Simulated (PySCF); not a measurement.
Isomers of C3H4. Isolated molecules, 0 K electronic values unless said otherwise. Strings in code marks are SMILES.

Method: r2SCAN-D4/def2-TZVP (PySCF). 

```csv
species,HOMO–LUMO gap (eV),dipole moment (D)
`C#CC`,7.29,0.88
`C1=CC1`,5.57,0.50
`C=C=C`,6.31,0.00
```
